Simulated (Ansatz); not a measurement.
# CH7AlN: the cost of one run

Method: UKS PBE/6-31G*, in Ansatz 0.2.0.

## Step 1: Starting point

Bond lengths: Al1–H2 1.810 Å, Al1–N3 1.920 Å, N3–H4 1.060 Å, N3–H5 1.060 Å, Al1–C6 1.970 Å, C6–H7 1.110 Å, C6–H8 1.110 Å, C6–H9 1.110 Å. Angles: H2–Al1–N3 120.0°, H2–Al1–C6 120.0°, N3–Al1–C6 120.0°, Al1–N3–H4 120.0°, Al1–N3–H5 120.0°, H4–N3–H5 120.0°, Al1–C6–H7 109.5°, Al1–C6–H8 109.5°, Al1–C6–H9 109.5°, H7–C6–H8 109.4°, H7–C6–H9 109.4°, H8–C6–H9 109.4°.

Structure file:

```xyz
10

Al    0.0000    0.0000    0.0000
H     0.0000    0.0000    1.8100
N     1.6627    0.0000   -0.9600
H     2.1293   -0.9179   -1.2118
H     2.1141    0.9179   -1.2382
C    -1.7060    0.0000   -0.9850
H    -2.2662   -0.9305   -0.7558
H    -2.3102    0.8797   -0.6796
H    -1.5043    0.0508   -2.0753
H     0.0000    0.0000    2.7700
```

## Step 2: A restrained relaxation towards end A

Springs on the bonds that form and break draw the guess towards this end; the thresholds are loose.

Input file input.yaml:

```yaml
crystal:
  periodic: [false, false, false]
  atoms:
    - { symbol: Al, position_ang: [0.0, 0.0, 0.0] }
    - { symbol: H, position_ang: [0.0, 0.0, 1.81] }
    - { symbol: "N", position_ang: [1.6627, 0.0, -0.96] }
    - { symbol: H, position_ang: [2.1293, -0.9179, -1.2118] }
    - { symbol: H, position_ang: [2.1141, 0.9179, -1.2382] }
    - { symbol: C, position_ang: [-1.706, 0.0, -0.985] }
    - { symbol: H, position_ang: [-2.2662, -0.9305, -0.7558] }
    - { symbol: H, position_ang: [-2.3102, 0.8797, -0.6796] }
    - { symbol: H, position_ang: [-1.5043, 0.0508, -2.0753] }
    - { symbol: H, position_ang: [0.0, 0.0, 2.77] }
magnetization:
  spin_polarized: true
  initial_magnetization: 1
basis:
  gaussian: { orbitals: "6-31G*" }
hamiltonian:
  xc: pbe
relax:
  f_tol: 0.15
  max_steps: 25
  restrain:
    - { distance: [1, 9], at: 1.86, k: 30.0 }
    - { distance: [0, 1], at: 1.56, k: 30.0 }
```

Run with:

```console
$ ansatz run input.yaml --threads 1 --pin off --max-ram 2048MiB --backend cpu --events-out ev --progress --plain --runs-dir out
```

Q: Estimate wall time and peak memory on 1 thread of INTEL XEON PLATINUM 8581C at 2.30GHz (Emerald Rapids), shared host.

About 16 s, with a peak of 0.18 GiB.
